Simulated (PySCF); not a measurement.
# Stretching NaC⁻

Set-up: PySCF, no relativity, basis sets Na aug-pcseg-1, C aug-pcseg-1. Energies in eV from Na + C⁻ in their ground configurations at the same level. All curves are PBE0. state 1: Ms = 1 determinant of mixed spin (⟨S²⟩ near 2.9), unpaired electrons π ↑↑; state 2: Ms = 0 determinant of mixed spin (⟨S²⟩ near 1.9), unpaired electrons π ↑↓, a mixture of terms (⟨Lz²⟩ = 2.0), a second solution, started from another occupation.

```
R (Å)  state 1  state 2
2.068   -1.117  -0.4249
2.164   -1.265  -0.5771
2.261   -1.345  -0.6608
2.333   -1.372  -0.6911
2.405   -1.379  -0.7010
2.477   -1.370  -0.6954
2.573   -1.341  -0.6705
2.694   -1.287  -0.6209
2.838   -1.208  -0.5460
3.030   -1.092  -0.4360
```

Put a parabola through the three lowest points of the state 1 curve and estimate Re, k and ωe (reduced mass 7.885 u; 1 eV/Å² = 0.16022 mdyn/Å; ωe = 1302.8·√(k/μ) cm⁻¹).

Through R = 2.333, 2.405, 2.477 Å the second-order coefficient is 1.54 eV/Å², so Re ≈ 2.400 Å, k ≈ 0.494 mdyn/Å and ωe ≈ 326 cm⁻¹. A polynomial fit of higher order to the unrounded PBE0 energies gives Re = 2.397 Å, k = 0.485 mdyn/Å, ωe = 323 cm⁻¹; anharmonicity and rounding make the difference.

The higher-order fit for each curve: state 1: Re = 2.397 Å, ωe = 323 cm⁻¹, De = 1.38 eV; state 2: Re = 2.412 Å, ωe = 315 cm⁻¹, minimum 0.70 eV below the ground-state fragments.

For an ion De counts to the pair picked by the measured ionisation energies or electron affinities, which need not be the lowest pair at this level. The highest Kohn–Sham level is positive in this anion. Much of that is self-interaction error, but it also means that the finite basis helps to hold the extra electron. The state is the lowest determinant that a PBE0 search found; another state may lie lower at other levels.
